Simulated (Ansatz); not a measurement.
**CH3Cl (chloromethane): the vertical ionisation energy from total energies**

CH3Cl has 5 atoms, charge 0, and is taken as a singlet. As SMILES, `CCl`. Geometry: relaxed at PBE0-D4/def2-TZVP.

Both states at this one shape; open shells run unrestricted unless said. 1 Eh = 27.2114 eV.

| level | program | singlet CH3Cl (Eh) | doublet CH3Cl+ (Eh) |
| --- | --- | --- | --- |
| SVWN5/def2-TZVPP | Ansatz | -498.264940 | -497.851690 |
| HSE06/STO-3G | Ansatz | -494.429554 | -494.038957 |
| CCSD/def2-TZVPP, 6 core orbitals frozen | Ansatz | -499.545154 | -499.132500 |

Q: Work out the vertical ionisation energy at each level.

A: 
1. SVWN5/def2-TZVPP: -497.851690 − (-498.264940) = 0.413250 Eh = 11.25 eV; against experiment -0.04 eV.
2. HSE06/STO-3G: -494.038957 − (-494.429554) = 0.390597 Eh = 10.63 eV; against experiment -0.66 eV.
3. CCSD/def2-TZVPP: -499.132500 − (-499.545154) = 0.412654 Eh = 11.23 eV; against experiment -0.06 eV.

The measured vertical value is 11.29 eV (NIST CCCBDB). Minimal sets are far from the basis-set limit.
